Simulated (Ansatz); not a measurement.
1T (CdI2-type) CdI2, treated with PBE+SOC (PAW; Ansatz, a quantum-chemistry and plane-wave program).

Run with plane-wave cutoff 520 eV, 12×12×6 k mesh (along the axes of the cell as run), Fermi–Dirac smearing 0.01 eV, PAW data made under PBE.

Computed at the level's own relaxed cell.

Estimate the volume per atom, lattice parameter a, smallest direct gap on the k points sampled and band gap that the calculation returns.


- volume per atom: 42.42 Å³/atom
- lattice parameter a: 4.336 Å
- smallest direct gap on the k points sampled: 2.22 eV
- band gap: 2.12 eV (indirect)

Measured, for comparison: lattice constant a 4.244 Å (temperature not stated, no zero-point or thermal correction; as tabulated in de Haan, NBS Special Publication (1969), 233, by the Crystallography Open …). Computed (rounded) less measured: lattice constant a +2.2 %.

Note: for a layered or molecular solid the relaxed cell lies over 5 % above the published volume, where the minimum can be shallow; the cell comes from a level without a dispersion term, which matters for the spacing of layers, chains or molecules.

The computed numbers hold no vibrational or temperature effects.
